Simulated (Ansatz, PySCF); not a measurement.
This Ansatz (an electronic-structure program) input computes a SVWN5/def2-TZVPD energy:

Ansatz 0.2 input:
```yaml
crystal:
  periodic: [false, false, false]
  atoms:
    - {symbol: H, position_ang: [0.01116471, -0.02286316, 2.10006054]}
    - {symbol: N, position_ang: [0.00552309, 0.00699052, 1.09243157]}
    - {symbol: C, position_ang: [-0.01584127, 1.14164578, 0.26594390]}
    - {symbol: C, position_ang: [0.01804917, -1.10159074, 0.27979305]}
    - {symbol: C, position_ang: [-0.01776430, 0.81027342, -1.07692710]}
    - {symbol: C, position_ang: [0.00437150, -0.63979611, -1.02364815]}
    - {symbol: H, position_ang: [-0.02792192, 2.11063355, 0.75657241]}
    - {symbol: H, position_ang: [0.03526148, -2.09640134, 0.70960952]}
    - {symbol: H, position_ang: [0.00994351, -1.30349671, -1.88423371]}
basis:
  gaussian:
    orbitals: def2-TZVPD
hamiltonian:
  xc: {name: SVWN5}
total_charge: -1
output: {forces: true}
```

Write an input for the same energy in PySCF and say what it gives.


```python
from pyscf import gto, scf, dft

mol = gto.M(
    atom='''
    H     0.01116471   -0.02286316    2.10006054
    N     0.00552309    0.00699052    1.09243157
    C    -0.01584127    1.14164578    0.26594390
    C     0.01804917   -1.10159074    0.27979305
    C    -0.01776430    0.81027342   -1.07692710
    C     0.00437150   -0.63979611   -1.02364815
    H    -0.02792192    2.11063355    0.75657241
    H     0.03526148   -2.09640134    0.70960952
    H     0.00994351   -1.30349671   -1.88423371
    ''',
    basis='def2-tzvpd',
    charge=-1,
    spin=0,
    verbose=4,
)

mf = dft.RKS(mol, xc='svwn').density_fit(auxbasis='def2-universal-jkfit')
mf.grids.level = 3
mf.conv_tol = 1e-9
mf.max_cycle = 100
mf.max_memory = 1500
mf.kernel()
if not mf.converged:
    mf = mf.newton()
    mf.kernel(mf.make_rdm1())
mf.analyze()
```
It gives -207.73855 Eh, and Ansatz -207.73849 Eh, a difference of 0.06 mEh, from the treatment of integrals and grids.

It need not be the lowest isomer of its formula. Whether it binds its extra electron was not tested at this geometry.
